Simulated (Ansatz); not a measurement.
# PH (triplet): from Hartree-Fock to the top rungs, def2-TZVPP

The task here is to estimate one member of a computed series from the others.

The runs use Ansatz 0.2.0, Gaussian basis; def2-TZVPP, core rule «outside noble gas», up to 5 orbitals frozen.

Plan: UHF; ROHF; CCSD(T) on UHF.

2 further runs of the same task are left out: 2 set aside as unsound or not needed.

### The geometry

The geometry is a PBE0/def2-TZVP stationary point (not a proven minimum) of the parent state, kept for this charge and spin.

2 atoms, charge 0, spin multiplicity 3.

Atoms are counted from 1 here; the program's logs count them from 0.

Bond lengths: P1–H2 1.427 Å.

Coordinates:

```
P     0.00000    0.00000    0.00000
H     0.00000    0.00000    1.42740
```

Set-up of the first run:

File in.yaml:

```yaml
crystal:
  periodic: [false, false, false]
  atoms:
    - {symbol: P, position_ang: [0.000000, 0.000000, 0.000000]}
    - {symbol: H, position_ang: [0.000000, 0.000000, 1.427400]}
basis:
  gaussian: {orbitals: def2-TZVPP}
magnetization: {spin_polarized: true, initial_magnetization: 2}
hamiltonian: {xc: hf}
output: {orbitals: {seedname: orbitals}}
```

Launch:

```console
$ ansatz run in.yaml --threads 1 --pin off --events-out ev --progress --plain --max-ram 4096MiB --backend cpu
```

Steps of the session up to this table: UHF; ROHF; CCSD(T) on UHF.

One table of the session follows, with a row left open; its other results are not shown here.

```
  method  from UCCSD(T) (meV)
    ROHF              +3873.2
     UHF              +3674.4
    UMP2                    ?
   UCCSD               +123.4
UCCSD(T)                    0
```

Q: Estimate the row for UMP2 from the others.

The run gave: from UCCSD(T) (meV): +783.5. In the column «from UCCSD(T) (meV)» it lies between UCCSD (+123.4) and UHF (+3674.4).
